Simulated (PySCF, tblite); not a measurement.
# H₃NO: protonation, part 3 of 3

tblite 0.8.0 and PySCF 2.14.0. Atoms count from 0.

## 20. Single point (H4NO+, N[OH2+]): wavefunction

Geometry: PBE0-D3(BJ)/def2-SVP.

The job: settings as JSON, then the geometry in Å.

```
{"job": {"kind": "sp", "xc": "CCSD(T)", "basis": "ma-def2-TZVP", "grid": 2}, "charge": 1, "multiplicity": 1}
N      0.236033     0.256154     0.436440
O     -0.636566    -0.110236    -0.705133
H      0.195416     1.283948     0.393257
H      1.164998     0.017561     0.062420
H     -1.563461     0.096097    -0.446820
H     -0.595390    -1.087139    -0.815821
```

Level: wavefunction single point, frozen core, gas phase.

Log:

```text
final grid: 43688 points
cycle   1  E = -131.2705759730  dE =  4.042e-01  |g| = 4.693e-01  |ddm| = 1.476e+00
cycle   2  E = -131.3239478509  dE = -5.337e-02  |g| = 1.860e-01  |ddm| = 4.023e-01
cycle   3  E = -131.3298844759  dE = -5.937e-03  |g| = 4.059e-02  |ddm| = 1.135e-01
cycle   4  E = -131.3304359374  dE = -5.515e-04  |g| = 1.209e-02  |ddm| = 3.642e-02
cycle   5  E = -131.3305014109  dE = -6.547e-05  |g| = 5.030e-03  |ddm| = 1.245e-02
cycle   6  E = -131.3305121166  dE = -1.071e-05  |g| = 1.812e-03  |ddm| = 5.193e-03
cycle   7  E = -131.3305137210  dE = -1.604e-06  |g| = 3.016e-04  |ddm| = 2.493e-03
cycle   8  E = -131.3305137831  dE = -6.208e-08  |g| = 9.845e-05  |ddm| = 4.960e-04
cycle   9  E = -131.3305137919  dE = -8.841e-09  |g| = 4.241e-05  |ddm| = 2.209e-04
converged SCF energy = -131.3305137919
E(HF, exact integrals) = -131.3305333587
E(MP2) = -131.7770807732
E(CCSD) = -131.7958849238
E(CCSD(T)) = -131.8113494246
T1 diagnostic = 0.0103
```

It took 12 s on 1 thread of Intel Xeon Platinum 8488C, shared host; peak memory 0.67 GiB.

## 21. Protonation: CCSD(T)/ma-def2-TZVP

This step combines the energies above: geometries from PBE0-D3(BJ)/def2-SVP, zero-point and thermal terms from PBE0-D3(BJ)/def2-SVP.

The job: settings as JSON, then the geometry in Å.

```
{"job": {"kind": "pa", "geom": {"xc": "PBE0", "basis": "def2-SVP", "d3": "d3bj", "grid": 1}, "hess": 1, "level": {"xc": "CCSD(T)", "basis": "ma-def2-TZVP"}}, "charge": 0, "multiplicity": 1}
N      0.420350    -0.252160     0.116593
O     -0.755648     0.488198    -0.126233
H      1.088257     0.072878    -0.585842
H      0.192548    -1.208464    -0.163257
H     -0.928826     0.904532     0.724419
```

Output (the driver's rows laid out field by field):

```text
protonation site by site, CCSD(T)/ma-def2-TZVP // PBE0-D3(BJ)/def2-SVP

row 1
  formula                 H4NO
  charge                  1
  multiplicity            1
  smiles                  [NH3+]O
  kept                    yes
  pieces                  1
  point_group             Cs
  atom                    0
  element                 N
  electronic              846.37
  enthalpy                815.18
  free_energy             783.71
  share_gas               1.0

row 2
  formula                 H4NO
  charge                  1
  multiplicity            1
  smiles                  N[OH2+]
  kept                    yes
  pieces                  1
  point_group             Cs
  atom                    1
  element                 O
  electronic              731.81
  enthalpy                704.86
  free_energy             676.23
  share_gas               1.48e-19
```

Run time: 32 s. Hardware: 1 thread of Intel Xeon Platinum 8488C, shared host; peak memory 0.67 GiB.

Energy given off on adding a proton (kJ/mol, gas phase, 298 K for the thermal columns):

```
site  product  electronic  enthalpy  free energy
  N0  [NH3+]O       846.4     815.2        783.7
  O1  N[OH2+]       731.8     704.9        676.2
```

## 22. Single point (H₃NO): wavefunction

Geometry: PBE0-D3(BJ)/def2-SVP.

The job: settings as JSON, then the geometry in Å.

```
{"job": {"kind": "sp", "xc": "MP2", "basis": "ma-def2-TZVP", "grid": 2}, "charge": 0, "multiplicity": 1}
N      0.420350    -0.252160     0.116593
O     -0.755648     0.488198    -0.126233
H      1.088257     0.072878    -0.585842
H      0.192548    -1.208464    -0.163257
H     -0.928826     0.904532     0.724419
```

Method: wavefunction single point, frozen core, gas phase.

Log:

```text
final grid: 38320 points
cycle   1  E = -131.0076352496  dE =  1.498e-02  |g| = 4.348e-01  |ddm| = 1.436e+00
cycle   2  E = -131.0366727839  dE = -2.904e-02  |g| = 2.373e-01  |ddm| = 3.242e-01
cycle   3  E = -131.0457018456  dE = -9.029e-03  |g| = 4.637e-02  |ddm| = 1.151e-01
cycle   4  E = -131.0462558811  dE = -5.540e-04  |g| = 9.691e-03  |ddm| = 3.807e-02
cycle   5  E = -131.0463151923  dE = -5.931e-05  |g| = 3.103e-03  |ddm| = 1.599e-02
cycle   6  E = -131.0463216592  dE = -6.467e-06  |g| = 1.262e-03  |ddm| = 5.154e-03
cycle   7  E = -131.0463226964  dE = -1.037e-06  |g| = 3.285e-04  |ddm| = 2.398e-03
cycle   8  E = -131.0463227758  dE = -7.940e-08  |g| = 7.969e-05  |ddm| = 7.336e-04
cycle   9  E = -131.0463227810  dE = -5.180e-09  |g| = 2.619e-05  |ddm| = 1.830e-04
converged SCF energy = -131.0463227810
E(HF, exact integrals) = -131.0463549331
E(MP2) = -131.5024760512
```

Wall time 0.83 s (1 thread of Intel Xeon Platinum 8488C, shared host).

## 23. Single point (H₄NO+, [NH3+]O): wavefunction

Geometry: PBE0-D3(BJ)/def2-SVP.

The job: settings as JSON, then the geometry in Å.

```
{"job": {"kind": "sp", "xc": "MP2", "basis": "ma-def2-TZVP", "grid": 2}, "charge": 1, "multiplicity": 1}
N      0.335824    -0.283936     0.271524
O     -0.786994     0.279631    -0.279971
H      1.211664     0.002306    -0.202679
H      0.232385    -1.303678     0.139129
H     -0.724348     1.246019    -0.171091
H      0.423181    -0.111423     1.289517
```

Level: wavefunction single point, frozen core, gas phase.

Log:

```text
final grid: 43688 points
cycle   1  E = -131.2696658319  dE =  5.659e-01  |g| = 6.717e-01  |ddm| = 1.451e+00
cycle   2  E = -131.3473651107  dE = -7.770e-02  |g| = 4.115e-01  |ddm| = 5.049e-01
cycle   3  E = -131.3748682138  dE = -2.750e-02  |g| = 4.578e-02  |ddm| = 1.663e-01
cycle   4  E = -131.3754526858  dE = -5.845e-04  |g| = 1.709e-02  |ddm| = 4.198e-02
cycle   5  E = -131.3755259359  dE = -7.325e-05  |g| = 5.249e-03  |ddm| = 1.114e-02
cycle   6  E = -131.3755387940  dE = -1.286e-05  |g| = 1.587e-03  |ddm| = 5.428e-03
cycle   7  E = -131.3755402571  dE = -1.463e-06  |g| = 3.497e-04  |ddm| = 2.105e-03
cycle   8  E = -131.3755403239  dE = -6.682e-08  |g| = 6.387e-05  |ddm| = 4.609e-04
cycle   9  E = -131.3755403267  dE = -2.796e-09  |g| = 1.886e-05  |ddm| = 1.062e-04
converged SCF energy = -131.3755403267
E(HF, exact integrals) = -131.3755604128
E(MP2) = -131.8225512930
```

Run time: 0.99 s. Hardware: 1 thread of Intel Xeon Platinum 8488C, shared host.

## 24. Single point (H₄NO+, N[OH2+]): wavefunction

Geometry: PBE0-D3(BJ)/def2-SVP.

The job: settings as JSON, then the geometry in Å.

```
{"job": {"kind": "sp", "xc": "MP2", "basis": "ma-def2-TZVP", "grid": 2}, "charge": 1, "multiplicity": 1}
N      0.236033     0.256154     0.436440
O     -0.636566    -0.110236    -0.705133
H      0.195416     1.283948     0.393257
H      1.164998     0.017561     0.062420
H     -1.563461     0.096097    -0.446820
H     -0.595390    -1.087139    -0.815821
```

Level: wavefunction single point, frozen core, gas phase.

Log:

```text
final grid: 43688 points
cycle   1  E = -131.2705759730  dE =  4.042e-01  |g| = 4.693e-01  |ddm| = 1.476e+00
cycle   2  E = -131.3239478509  dE = -5.337e-02  |g| = 1.860e-01  |ddm| = 4.023e-01
cycle   3  E = -131.3298844759  dE = -5.937e-03  |g| = 4.059e-02  |ddm| = 1.135e-01
cycle   4  E = -131.3304359374  dE = -5.515e-04  |g| = 1.209e-02  |ddm| = 3.642e-02
cycle   5  E = -131.3305014109  dE = -6.547e-05  |g| = 5.030e-03  |ddm| = 1.245e-02
cycle   6  E = -131.3305121166  dE = -1.071e-05  |g| = 1.812e-03  |ddm| = 5.193e-03
cycle   7  E = -131.3305137210  dE = -1.604e-06  |g| = 3.016e-04  |ddm| = 2.493e-03
cycle   8  E = -131.3305137831  dE = -6.208e-08  |g| = 9.845e-05  |ddm| = 4.960e-04
cycle   9  E = -131.3305137919  dE = -8.841e-09  |g| = 4.241e-05  |ddm| = 2.209e-04
converged SCF energy = -131.3305137919
E(HF, exact integrals) = -131.3305333587
E(MP2) = -131.7770807950
```

Run time: 1 s. Hardware: 1 thread of Intel Xeon Platinum 8488C, shared host.

## 25. Protonation: MP2/ma-def2-TZVP

This step combines the energies above: geometries from PBE0-D3(BJ)/def2-SVP, zero-point and thermal terms from PBE0-D3(BJ)/def2-SVP.

The job: settings as JSON, then the geometry in Å.

```
{"job": {"kind": "pa", "geom": {"xc": "PBE0", "basis": "def2-SVP", "d3": "d3bj", "grid": 1}, "hess": 1, "level": {"xc": "MP2", "basis": "ma-def2-TZVP"}}, "charge": 0, "multiplicity": 1}
N      0.420350    -0.252160     0.116593
O     -0.755648     0.488198    -0.126233
H      1.088257     0.072878    -0.585842
H      0.192548    -1.208464    -0.163257
H     -0.928826     0.904532     0.724419
```

Output (the driver's rows laid out field by field):

```text
protonation site by site, MP2/ma-def2-TZVP // PBE0-D3(BJ)/def2-SVP

row 1
  formula                 H4NO
  charge                  1
  multiplicity            1
  smiles                  [NH3+]O
  kept                    yes
  pieces                  1
  point_group             Cs
  atom                    0
  element                 N
  electronic              840.36
  enthalpy                809.17
  free_energy             777.7
  share_gas               1.0

row 2
  formula                 H4NO
  charge                  1
  multiplicity            1
  smiles                  N[OH2+]
  kept                    yes
  pieces                  1
  point_group             Cs
  atom                    1
  element                 O
  electronic              720.97
  enthalpy                694.02
  free_energy             665.39
  share_gas               2.109e-20
```

Wall time 3 s (1 thread of Intel Xeon Platinum 8488C, shared host).

Energy given off on adding a proton (kJ/mol, gas phase, 298 K for the thermal columns):

```
site  product  electronic  enthalpy  free energy
  N0  [NH3+]O       840.4     809.2        777.7
  O1  N[OH2+]       721.0     694.0        665.4
```

## 26. Single point (H₃NO): HF/ma-def2-TZVP

Geometry: PBE0-D3(BJ)/def2-SVP.

The job: settings as JSON, then the geometry in Å.

```
{"job": {"kind": "sp", "xc": "HF", "basis": "ma-def2-TZVP", "grid": 2}, "charge": 0, "multiplicity": 1}
N      0.420350    -0.252160     0.116593
O     -0.755648     0.488198    -0.126233
H      1.088257     0.072878    -0.585842
H      0.192548    -1.208464    -0.163257
H     -0.928826     0.904532     0.724419
```

Log:

```text
final grid: 38320 points
cycle   1  E = -131.0076352496  dE =  1.498e-02  |g| = 4.348e-01  |ddm| = 1.436e+00
cycle   2  E = -131.0366727839  dE = -2.904e-02  |g| = 2.373e-01  |ddm| = 3.242e-01
cycle   3  E = -131.0457018456  dE = -9.029e-03  |g| = 4.637e-02  |ddm| = 1.151e-01
cycle   4  E = -131.0462558811  dE = -5.540e-04  |g| = 9.691e-03  |ddm| = 3.807e-02
cycle   5  E = -131.0463151923  dE = -5.931e-05  |g| = 3.103e-03  |ddm| = 1.599e-02
cycle   6  E = -131.0463216592  dE = -6.467e-06  |g| = 1.262e-03  |ddm| = 5.154e-03
cycle   7  E = -131.0463226964  dE = -1.037e-06  |g| = 3.285e-04  |ddm| = 2.398e-03
cycle   8  E = -131.0463227758  dE = -7.940e-08  |g| = 7.969e-05  |ddm| = 7.336e-04
cycle   9  E = -131.0463227810  dE = -5.180e-09  |g| = 2.619e-05  |ddm| = 1.830e-04
converged SCF energy = -131.0463227810
```

Wall time 0.25 s (1 thread of Intel Xeon Platinum 8488C, shared host).

## 27. Single point (H₄NO+, [NH3+]O): HF/ma-def2-TZVP

Geometry: PBE0-D3(BJ)/def2-SVP.

The job: settings as JSON, then the geometry in Å.

```
{"job": {"kind": "sp", "xc": "HF", "basis": "ma-def2-TZVP", "grid": 2}, "charge": 1, "multiplicity": 1}
N      0.335824    -0.283936     0.271524
O     -0.786994     0.279631    -0.279971
H      1.211664     0.002306    -0.202679
H      0.232385    -1.303678     0.139129
H     -0.724348     1.246019    -0.171091
H      0.423181    -0.111423     1.289517
```

Log:

```text
final grid: 43688 points
cycle   1  E = -131.2696658319  dE =  5.659e-01  |g| = 6.717e-01  |ddm| = 1.451e+00
cycle   2  E = -131.3473651107  dE = -7.770e-02  |g| = 4.115e-01  |ddm| = 5.049e-01
cycle   3  E = -131.3748682138  dE = -2.750e-02  |g| = 4.578e-02  |ddm| = 1.663e-01
cycle   4  E = -131.3754526858  dE = -5.845e-04  |g| = 1.709e-02  |ddm| = 4.198e-02
cycle   5  E = -131.3755259359  dE = -7.325e-05  |g| = 5.249e-03  |ddm| = 1.114e-02
cycle   6  E = -131.3755387940  dE = -1.286e-05  |g| = 1.587e-03  |ddm| = 5.428e-03
cycle   7  E = -131.3755402571  dE = -1.463e-06  |g| = 3.497e-04  |ddm| = 2.105e-03
cycle   8  E = -131.3755403239  dE = -6.682e-08  |g| = 6.387e-05  |ddm| = 4.609e-04
cycle   9  E = -131.3755403267  dE = -2.796e-09  |g| = 1.886e-05  |ddm| = 1.062e-04
converged SCF energy = -131.3755403267
```

It took 0.3 s on 1 thread of Intel Xeon Platinum 8488C, shared host.

## 28. Single point (H4NO+, N[OH2+]): HF/ma-def2-TZVP

Geometry: PBE0-D3(BJ)/def2-SVP.

The job: settings as JSON, then the geometry in Å.

```
{"job": {"kind": "sp", "xc": "HF", "basis": "ma-def2-TZVP", "grid": 2}, "charge": 1, "multiplicity": 1}
N      0.236033     0.256154     0.436440
O     -0.636566    -0.110236    -0.705133
H      0.195416     1.283948     0.393257
H      1.164998     0.017561     0.062420
H     -1.563461     0.096097    -0.446820
H     -0.595390    -1.087139    -0.815821
```

Log:

```text
final grid: 43688 points
cycle   1  E = -131.2705759730  dE =  4.042e-01  |g| = 4.693e-01  |ddm| = 1.476e+00
cycle   2  E = -131.3239478509  dE = -5.337e-02  |g| = 1.860e-01  |ddm| = 4.023e-01
cycle   3  E = -131.3298844759  dE = -5.937e-03  |g| = 4.059e-02  |ddm| = 1.135e-01
cycle   4  E = -131.3304359374  dE = -5.515e-04  |g| = 1.209e-02  |ddm| = 3.642e-02
cycle   5  E = -131.3305014109  dE = -6.547e-05  |g| = 5.030e-03  |ddm| = 1.245e-02
cycle   6  E = -131.3305121166  dE = -1.071e-05  |g| = 1.812e-03  |ddm| = 5.193e-03
cycle   7  E = -131.3305137210  dE = -1.604e-06  |g| = 3.016e-04  |ddm| = 2.493e-03
cycle   8  E = -131.3305137831  dE = -6.208e-08  |g| = 9.845e-05  |ddm| = 4.960e-04
cycle   9  E = -131.3305137919  dE = -8.841e-09  |g| = 4.241e-05  |ddm| = 2.209e-04
converged SCF energy = -131.3305137919
```

Run time: 0.3 s. Hardware: 1 thread of Intel Xeon Platinum 8488C, shared host.

## 29. Protonation: HF/ma-def2-TZVP

This step combines the energies above: geometries from PBE0-D3(BJ)/def2-SVP, zero-point and thermal terms from PBE0-D3(BJ)/def2-SVP.

The job: settings as JSON, then the geometry in Å.

```
{"job": {"kind": "pa", "geom": {"xc": "PBE0", "basis": "def2-SVP", "d3": "d3bj", "grid": 1}, "hess": 1, "level": {"xc": "HF", "basis": "ma-def2-TZVP"}}, "charge": 0, "multiplicity": 1}
N      0.420350    -0.252160     0.116593
O     -0.755648     0.488198    -0.126233
H      1.088257     0.072878    -0.585842
H      0.192548    -1.208464    -0.163257
H     -0.928826     0.904532     0.724419
```

Output (the driver's rows laid out field by field):

```text
protonation site by site, HF/ma-def2-TZVP // PBE0-D3(BJ)/def2-SVP

row 1
  formula                 H4NO
  charge                  1
  multiplicity            1
  smiles                  [NH3+]O
  kept                    yes
  pieces                  1
  point_group             Cs
  atom                    0
  element                 N
  electronic              864.36
  enthalpy                833.18
  free_energy             801.7
  share_gas               1.0

row 2
  formula                 H4NO
  charge                  1
  multiplicity            1
  smiles                  N[OH2+]
  kept                    yes
  pieces                  1
  point_group             Cs
  atom                    1
  element                 O
  electronic              746.14
  enthalpy                719.19
  free_energy             690.56
  share_gas               3.382e-20
```

Run time: 1.1 s. Hardware: 1 thread of Intel Xeon Platinum 8488C, shared host.

Energy given off on adding a proton (kJ/mol, gas phase, 298 K for the thermal columns):

```csv
site,product,electronic,enthalpy,free energy
N0,[NH3+]O,864.4,833.2,801.7
O1,N[OH2+],746.1,719.2,690.6
```

## 30. What came out

The summary covers parts 1 to 3.

| quantity | value |
| --- | --- |
| strongest single infrared mode (GFN2-xTB) | 249 cm⁻¹, 229 km/mol |
| zero-point energy (GFN2-xTB) | 23.7 kcal/mol |
| point group | Cs |
| rotational constants (main isotopes) | 193.48, 26.32, 26.27 GHz |
| proton affinity (−ΔH), N0 (PBE0-D3(BJ)/def2-TZVP) | 826.0 kJ/mol |
| proton affinity (−ΔH), O1 (PBE0-D3(BJ)/def2-TZVP) | 708.1 kJ/mol |
| proton affinity (−ΔH), N0 (CCSD(T)/ma-def2-TZVP) | 815.2 kJ/mol |
| proton affinity (−ΔH), O1 (CCSD(T)/ma-def2-TZVP) | 704.9 kJ/mol |
| proton affinity (−ΔH), N0 (MP2/ma-def2-TZVP) | 809.2 kJ/mol |
| proton affinity (−ΔH), O1 (MP2/ma-def2-TZVP) | 694.0 kJ/mol |
| proton affinity (−ΔH), N0 (HF/ma-def2-TZVP) | 833.2 kJ/mol |
| proton affinity (−ΔH), O1 (HF/ma-def2-TZVP) | 719.2 kJ/mol |

In words: No mode is imaginary among the 9: a minimum at this level. The strongest single mode, at 249 cm⁻¹, moves mainly H4. GFN2-xTB is a fitted tight-binding method: band positions and strengths are rough. Its intensities can rank the bands wrongly. Over 6 steps the energy fell by 0.021 eV; of the close pairs, N0–O1 changed most, 1.432 to 1.411 Å (PBE0/def2-SVP). At PBE0-D3(BJ)/def2-TZVP the proton affinity (−ΔH) runs from 708.1 kJ/mol (O1) to 826.0 kJ/mol (N0). At CCSD(T)/ma-def2-TZVP the proton affinity (−ΔH) runs from 704.9 kJ/mol (O1) to 815.2 kJ/mol (N0). At MP2/ma-def2-TZVP the proton affinity (−ΔH) runs from 694.0 kJ/mol (O1) to 809.2 kJ/mol (N0). At HF/ma-def2-TZVP the proton affinity (−ΔH) runs from 719.2 kJ/mol (O1) to 833.2 kJ/mol (N0).
